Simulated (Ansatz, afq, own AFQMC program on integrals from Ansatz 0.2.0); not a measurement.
AFQMC on a folder of integrals that Ansatz 0.2.0 wrote.

```yaml
crystal:
  periodic: [false, false, false]
  atoms:
    - {symbol: Al, position_ang: [0.000000, 0.000000, 1.679600]}
    - {symbol: O, position_ang: [0.000000, 0.000000, -0.041100]}
    - {symbol: S, position_ang: [0.000000, 0.000000, -1.638500]}
basis:
  gaussian: {orbitals: cc-pVDZ}
magnetization: {spin_polarized: true, initial_magnetization: 1}
correlation: {method: ccsd_t, electrons: outside_noble_gas, hamiltonian_folder: ham}
```

```sh
$ ansatz run in.yaml --threads 1 --pin off --events-out ev --progress --plain --max-ram 1843MiB
```

Options of the walk:

```
--method phaseless --trial cisd --walkers 60 --populations 1 --least-time 40 --time-step 0.005 --steps-per-block 50 --equilibration-blocks 28 --max-blocks 300 --target-error 0.00046 --factor-cut 1e-05 --start spin_pure --seed 8780 --release-times 0.24,0.51,0.99,1.62,2.4 --release-step 0.03 --release-every 4 --taylor-order 6
```

Times are imaginary, in 1/Eh. The walk had a cap of 1937 s.

afq prints:

```
orbitals 39  electrons 8 7  factors 284 of 503
reference energy -714.30947003 Eh
CCSD correlation -0.35880949 Eh in 12 cycles, weight of the determinant in the CISD state 0.8373
energy of the start -714.667661 Eh
 block  time / (1/Eh)  mean weight  energy / Eh
     1     0.250  1.0006  -714.661933
     2     0.500  1.0006  -714.663463
     3     0.750  1.0008  -714.667790
     4     1.000  0.9995  -714.669831
     5     1.250  1.0015  -714.671237
     8     2.000  0.9988  -714.674087
    17     4.250  0.9949  -714.670408
    41    10.250  0.9985  -714.677056
    65    16.250  0.9998  -714.672005
    89    22.250  0.9999  -714.675034
   113    28.250  0.9990  -714.694932
   137    34.250  0.9994  -714.683071
   161    40.250  0.9986  -714.684878
   177    44.250  1.0001  -714.717065
   185    46.250  1.0028  -714.676803
   209    52.250  0.9953  -714.682732
   233    58.250  0.9973  -714.688691
   257    64.250  0.9994  -714.672973
   265    66.250  0.9993  -714.667190
   281    70.250  1.0029  -714.674529
   305    76.250  0.9989  -714.675465
   321    80.250  0.9992  -714.686316
blocks merged  error / Eh  count
     1  0.000591  300
     2  0.000716  150
     4  0.000801  75
     8  0.000984  37
    16  0.001274  18
    32  0.001664  9
released: time / (1/Eh)  energy / Eh  error  mean overlap
  0.24  -714.680141  0.000743  1.0007
  0.51  -714.680605  0.000621  0.9865
  0.99  -714.678508  0.000766  0.9966
  1.62  -714.679913  0.001457  0.9957
  2.40  -714.679656  0.001757  0.9642
energy -714.681824 +/- 0.001274 Eh
(rows thinned)
```

The run failed at least one of its tests; the cautions name the faults. The second half of the sampling lies above the first by 1.6 errors of their difference, so the energy may still be moving and its error bar be too small.

Against this walk (error 34.7 meV) on the same determinant: CCSD(T) 93.3 meV higher, CCSDT(Q) 38.4 meV higher (within the noise). The error is statistical and leaves out the bias of the constraint. Released to 2.40 1/Eh the energy moves by 59 ± 59 meV (both errors), within twice the noise.

Cautions: constraint bias not in the error; error not settled; error above the target (34.7 against 12.5 meV).

The walk took 11 min on 1 thread of Arm Neoverse V1, on a shared host. The log's last line is the phaseless energy.

CCSDT and higher add their correlation energy to the determinant of the CCSD(T) run, since their own runs factorise the integrals more tightly (a shift of under 2 meV). A walk keeps the symmetry of its determinant, which the program's search chose and which needn't be the lowest solution, so a lower state of the same spin and another symmetry isn't excluded.
